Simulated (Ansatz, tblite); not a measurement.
Adding an electron: P₃⁺. The state is a singlet with charge 1. Geometry: PBE0-D4/def2-TZVP. Ansatz, gas phase; energy differences of separate SCF runs; the reduced species was run as a doublet alone.

```xyz
3

P     0.557   -0.237    1.045
P    -1.142    0.391    0.000
P     0.586   -0.155   -1.045
```

The xTB rows come from tblite. HOMO above LUMO, or a gap near zero within one spin, warns that the state may not be the lowest or that an electron is smeared out. The structure comes from a short search, and lower isomers may exist.

```json
{"level": "GFN1-xTB", "−HOMO (eV)": "21.16", "−LUMO (eV)": "18.75", "vertical EA (eV)": "13.57", "HOMO–LUMO gap (eV)": "2.41", "remarks": "–"}
{"level": "GFN2-xTB", "−HOMO (eV)": "16.48", "−LUMO (eV)": "14.07", "vertical EA (eV)": "11.50", "HOMO–LUMO gap (eV)": "2.41", "remarks": "–"}
{"level": "PBE-D4/def2-TZVP", "−HOMO (eV)": "13.16", "−LUMO (eV)": "10.35", "vertical EA (eV)": "7.38", "HOMO–LUMO gap (eV)": "2.81", "remarks": "gap within one spin near zero (doublet)"}
{"level": "r2SCAN-D4/def2-TZVP", "−HOMO (eV)": "13.40", "−LUMO (eV)": "10.30", "vertical EA (eV)": "7.55", "HOMO–LUMO gap (eV)": "3.09", "remarks": "–"}
{"level": "PBE0-D4/def2-TZVP", "−HOMO (eV)": "14.23", "−LUMO (eV)": "9.46", "vertical EA (eV)": "7.46", "HOMO–LUMO gap (eV)": "4.78", "remarks": "–"}
```

  Raw xTB energy differences between charge states are shifted by several eV; the methods need an empirical correction for them.
